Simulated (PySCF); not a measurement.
ClF.
Bonds: F1–Cl2.

The closed-shell ground state was solved at several levels (PySCF, density fitting, gas phase, non-relativistic). Geometry: PBE0-D3(BJ)/def2-SVP; no solvent, vibrations or thermal averaging.

| level | basis functions | total energy (Eh) | HOMO (eV) | LUMO (eV) | gap (eV) | dipole (D) |
| --- | --- | --- | --- | --- | --- | --- |
| wB97X-D/def2-SVPD | 50 | -559.7102 | -11.65 | -1.60 | 10.05 | 0.97 |
| PBE0/pcSseg-1 | 41 | -559.6777 | -9.50 | -3.14 | 6.36 | 1.09 |
| LC-wPBE/def2-SVPD | 50 | -559.5612 | -12.59 | -0.95 | 11.64 | 1.01 |
| B3LYP/cc-pVTZ | 64 | -560.0315 | -9.15 | -3.41 | 5.74 | 0.97 |
| BHandHLYP/def2-SVPD | 50 | -559.6984 | -11.21 | -2.17 | 9.04 | 1.10 |
| CAM-B3LYP/def2-SVPD | 50 | -559.7338 | -11.15 | -2.24 | 8.91 | 1.03 |
| PBE0/def2-TZVPD | 86 | -559.7714 | -9.54 | -3.35 | 6.19 | 0.88 |
| mPW1PW91/pcSseg-2 | 79 | -560.0193 | -9.57 | -3.27 | 6.30 | 1.02 |
| PBE0/6-31+G* | 40 | -559.6922 | -9.58 | -3.37 | 6.21 | 1.09 |
| PBE0/aug-cc-pVTZ | 96 | -559.7726 | -9.55 | -3.31 | 6.24 | 0.88 |
| PBE0/def2-TZVP | 68 | -559.7695 | -9.47 | -3.20 | 6.27 | 0.97 |

Task: Estimate the row for PBE0/def2-SVP, a basis of 32 functions; the other rows only guide the guess.

Result: Total energy -559.4761 Eh, HOMO -9.25 eV, LUMO -2.79 eV, gap 6.46 eV, dipole 1.15 D.

Task: Over all these levels, which gives the widest orbital gap and which the narrowest?

Result: LC-wPBE/def2-SVPD (range-separated hybrid) has the widest, 11.64 eV, and B3LYP/cc-pVTZ (global hybrid, 20 % exact exchange) the narrowest, 5.74 eV. Functional and basis both differ between the two, so the spread mixes both effects.

Task: How much does the basis alone move the frontier levels among the 6 PBE0 rows (the withheld one included)?

Result: The HOMO by 0.33 eV and the LUMO by 0.58 eV. By rising basis size (HOMO, LUMO in eV): def2-SVP -9.25, -2.79; 6-31+G* -9.58, -3.37; pcSseg-1 -9.50, -3.14; def2-TZVP -9.47, -3.20; def2-TZVPD -9.54, -3.35; aug-cc-pVTZ -9.55, -3.31.

Task: How far do the dipole and the HOMO energy spread over the levels?

Result: The dipole runs from 0.88 to 1.15 D (mean 1.01 D) and the HOMO from -12.59 to -9.15 eV.

The pairwise dispersion term of wB97X-D wasn't added to the energies; at a given geometry it leaves orbitals and properties as they are.
